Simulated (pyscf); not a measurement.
`[NH2][SiH2][F]` + `[NH2]` [doublet] → `[NH][SiH2][F]` [doublet] + `[NH3]` (hydrogen abstraction; doublet surface; H–N broken, H–N formed). PySCF, gas phase, ωB97X-D3(BJ)/def2-SVP geometries. Energies in kcal/mol from the separated reactants.

| level | barrier | reaction energy |
|---|---|---|
| ωB97X-D3(BJ)/def2-TZVP | 13.5 | +5.0 |
| r²SCAN/def2-TZVP | 6.2 | +4.3 |
| B3LYP-D3(BJ)/def2-TZVP | 8.8 | +4.3 |
| PBE0-D3(BJ)/def2-TZVP | 8.8 | +4.6 |
| ωB97M-D3(BJ)/def2-TZVP | 13.6 | +4.8 |
| HF/def2-TZVP | 37.0 | +6.5 |

The functionals in the table span 7.4 kcal/mol in this barrier, from r²SCAN to ωB97M-D3(BJ)/def2-TZVP. On the reactant side the descent ends in a complex, 5.1 kcal/mol under the separated species and 18.6 kcal/mol under the saddle at ωB97X-D3(BJ)/def2-TZVP. •HN–SiH₂–F lies 17.7 kcal/mol over its isomer H₂N–SiH•–F (electronic energy, ωB97M-D3(BJ)/def2-TZVP). One saddle was located; it need not be the lowest between these sides. The angle at the transferred H is 150°.
